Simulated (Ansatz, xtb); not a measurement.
**C4H6N2: which of two isomers lies lower**

Structure I: `Cc1cc[nH]n1`, a singlet. Structure II: `Cc1ccn[nH]1`, a singlet. Both are isolated molecules in the gas phase, relaxed with PBE-D3(BJ)/def2-SVP.

Quicker runs give these differences E(II) − E(I): GFN2-xTB −0.99 kcal/mol; HF/STO-3G −1.63 kcal/mol (at GFN2-xTB geometries); r2SCAN-D4/def2-SVP −0.14 kcal/mol (at GFN2-xTB geometries).

Task: Estimate E(II) − E(I) at the level CCSD(T)/def2-SVP + ΔMP2/def2-TZVPP.

Result: CCSD(T)/def2-SVP + ΔMP2/def2-TZVPP gives E(II) − E(I) = +0.29 kcal/mol, slightly favouring structure I, which is too small a margin to settle the true order.

The same difference at several levels:

```tsv
level	geometry	E(II) − E(I) (kcal/mol)	departure from the last row (kcal/mol)	job, with rough time for the two
GFN2-xTB	GFN2-xTB	−0.99	−1.28	optimisation, 0.26 s
HF/STO-3G	GFN2-xTB	−1.63	−1.92	single point, 1 s
r2SCAN-D4/def2-SVP	GFN2-xTB	−0.14	−0.42	single point, 6.6 s
PBE-D3(BJ)/def2-SVP	PBE-D3(BJ)/def2-SVP	+0.15	−0.14	optimisation, 1.9 min
HF/def2-SVP	PBE-D3(BJ)/def2-SVP	0.00	−0.28	part of the CCSD(T) run
MP2/def2-SVP	PBE-D3(BJ)/def2-SVP	+0.33	+0.05	part of the CCSD(T) run
CCSD(T)/def2-SVP	PBE-D3(BJ)/def2-SVP	+0.26	−0.02	single point
CCSD(T)/def2-SVP + ΔMP2/def2-TZVPP	PBE-D3(BJ)/def2-SVP	+0.29		single point, 96 s
```

As drawn, both hold the same kinds of bond in the same numbers.

The largest departure from CCSD(T)/def2-SVP + ΔMP2/def2-TZVPP is that of HF/STO-3G, 1.92 kcal/mol. The last row adds to CCSD(T) the change of the MP2 difference between the two basis sets, here +0.02 kcal/mol.

With thermal terms from frequencies at re-optimised GFN2-xTB minima (ideal gas, soft modes damped towards free rotors, one conformer each, 298.15 K, 1 atm): on the last row, ΔE + ΔZPE = +0.39, ΔH = +0.41, ΔG = +0.33 kcal/mol.

The correlated steps freeze 6 core orbitals. Codes used: Ansatz 0.2.0, xtb 6.7.1; the last row on 2 threads of Intel(R) Xeon(R) Processor @ 2.50GHz (Skylake/Cascade Lake) on a shared host.
